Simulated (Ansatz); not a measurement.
# CH₃B (triplet): the correlation ladder at a displaced geometry (v1), cc-pVDZ

The task here is to estimate one member of a computed series from the others.

Method: cc-pVDZ, core rule «outside noble gas», up to 2 orbitals frozen; program: Ansatz 0.2.0, Gaussian basis.

To be run: UHF; CCSD(T) on ROHF; CCSD(T) on UHF; BCCD(T) on ROHF; CISD; CCSDT(Q) on ROHF; CCSDT(Q) on UHF.

22 further runs of the same task are left out: 1 for a mislabelled method, 6 that didn't finish, 15 set aside as unsound or not needed.

### The system

The geometry is a PBE0/def2-TZVP stationary point (not a proven minimum) with its atoms shifted at random (size 0.040 Å).

5 atoms, charge 0, spin multiplicity 3.

Atoms are counted from 1 here; the program's logs count them from 0.

Bond lengths: B1–C2 1.520 Å, B1–H3 1.186 Å, C2–H4 1.095 Å, C2–H5 1.127 Å. Angles: C2–B1–H3 125.6°, B1–C2–H4 123.5°, B1–C2–H5 126.3°, H4–C2–H5 109.6°.

The first run:

Input file in.yaml:

```yaml
crystal:
  periodic: [false, false, false]
  atoms:
    - {symbol: B, position_ang: [0.004542, -0.160005, 0.832971]}
    - {symbol: C, position_ang: [0.003709, 0.059577, -0.670683]}
    - {symbol: H, position_ang: [0.051673, 0.693670, 1.655475]}
    - {symbol: H, position_ang: [-0.051104, 1.049372, -1.136180]}
    - {symbol: H, position_ang: [-0.093488, -0.736776, -1.461693]}
basis:
  gaussian: {orbitals: cc-pVDZ}
magnetization: {spin_polarized: true, initial_magnetization: 2}
hamiltonian: {xc: hf}
output: {orbitals: {seedname: orbitals}}
```

Started as:

```bash
> ansatz run in.yaml --threads 1 --pin off --events-out ev --progress --plain --max-ram 2393MiB
```

Steps of the session up to this table: UHF; CCSD(T) on ROHF; CCSD(T) on UHF; BCCD(T) on ROHF; CISD; CCSDT(Q) on ROHF; CCSDT(Q) on UHF.

One of the session's tables, all rows but one given; the rest of the session is left out.

```
   method  from UCCSDT(Q) (meV)
     ROHF               +5932.2
      UHF               +5844.6
     RMP2               +1043.6
     UMP2               +1052.5
     CISD                     ?
    RCCSD                +164.9
    UCCSD                +163.0
 RCCSD(T)                 +29.3
 UCCSD(T)                 +28.9
  BCCD(T)                 +29.2
   RCCSDT                  +6.9
   UCCSDT                  +6.4
RCCSDT(Q)                  +0.7
UCCSDT(Q)                     0
```

Q: Estimate the row for CISD from the others.

As computed: from UCCSDT(Q) (meV): +498.9. In the column «from UCCSDT(Q) (meV)» it lies between RCCSD (+164.9) and RMP2 (+1043.6).

Caveats from the session: Restricted and unrestricted rows rest on different reference determinants; where their highest levels disagree by more than a few hundredths of an eV, they describe different states and don't form one ladder.
